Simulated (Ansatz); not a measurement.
# B2H2 (singlet): wave-function methods side by side, cc-pVDZ

Aim: climb from Hartree-Fock through coupled cluster and multireference methods for B2H2 (singlet) at one geometry and basis, and see what each rung misses.

Program: Ansatz 0.2.0, Gaussian basis. Level of theory: cc-pVDZ, core rule «outside noble gas», up to 2 orbitals frozen. These are calculated values, not measurements.

The runs, in order: UHF; CCSD(T) on RHF; CCSD(T) on UHF; BCCD(T) on RHF; CISD; CCSDT(Q) on RHF; CCSDT(Q) on UHF; CCSDTQ on RHF; CCSDTQ on UHF; CASSCF and MRCISD+Q, 8 electrons in 10 orbitals; CASSCF and NEVPT2, 8 electrons in 10 orbitals.

4 further runs of the same task are left out: 4 set aside as unsound or not needed.

## Step 1: The geometry

The geometry is a PBE0/def2-TZVP stationary point (not a proven minimum).

4 atoms, charge 0, spin multiplicity 1.

Atoms are counted from 1 here; the program's logs count them from 0.

Bond lengths: B1–B2 1.762 Å, B1–H3 1.199 Å, B1–H4 1.199 Å. Angles: B2–B1–H3 121.3°, B2–B1–H4 121.3°, H3–B1–H4 117.3°.

## Step 2: UHF

in.yaml

```yaml
crystal:
  periodic: [false, false, false]
  atoms:
    - {symbol: B, position_ang: [0.000000, 0.000000, 0.752901]}
    - {symbol: B, position_ang: [0.000000, 0.000000, -1.009563]}
    - {symbol: H, position_ang: [0.000000, 1.023985, 1.376457]}
    - {symbol: H, position_ang: [0.000000, -1.023985, 1.376457]}
basis:
  gaussian: {orbitals: cc-pVDZ}
magnetization: {spin_polarized: true, initial_magnetization: 0}
hamiltonian: {xc: hf}
output: {orbitals: {seedname: orbitals}}
```

Launch:

```sh
$ ansatz run in.yaml --threads 1 --pin off --events-out ev --progress --plain --max-ram 2560MiB --backend cpu
```

Further steps of the session: CCSD(T) on RHF; CCSD(T) on UHF; BCCD(T) on RHF; CISD; CCSDT(Q) on RHF; CCSDT(Q) on UHF; CCSDTQ on RHF; CCSDTQ on UHF; CASSCF and MRCISD+Q, 8 electrons in 10 orbitals; CASSCF and NEVPT2, 8 electrons in 10 orbitals.

**Question.** What will the summary of the whole plan be? Wanted: RCCSDTQ below the RHF energy; RMP2 from RCCSDTQ; RCCSD from RCCSDTQ; RCCSD(T) from RCCSDTQ; RCCSDT(Q) from RCCSDTQ; NEVPT2 valence from RCCSDTQ; MRCISD+Q valence from RCCSDTQ; T1 diagnostic; effectively unpaired electrons.

**Answer**, as computed:

| quantity | value |
| --- | --- |
| RCCSDTQ below the RHF energy | -4.8749 eV |
| RMP2 from RCCSDTQ | +1316.5 meV |
| RCCSD from RCCSDTQ | +145.4 meV |
| RCCSD(T) from RCCSDTQ | +37.4 meV |
| RCCSDT(Q) from RCCSDTQ | +2.2 meV |
| NEVPT2 valence from RCCSDTQ | +752.6 meV |
| MRCISD+Q valence from RCCSDTQ | +25.6 meV |
| levels within 1 kcal/mol (43 meV) | RCCSD(T), BCCD(T), RCCSDT, RCCSDT(Q), MRCISD+Q valence |
| T1 diagnostic | 0.013 |
| effectively unpaired electrons | 0.15 |

In words: RCCSD(T) misses by +37.4 meV, 0.8 % of the correlation energy. One determinant dominates. Of the multireference levels listed MRCISD+Q valence comes nearest in total energy (+25.6 meV), which doesn't show that its space is the better one. These misses are within one basis, not against nature.
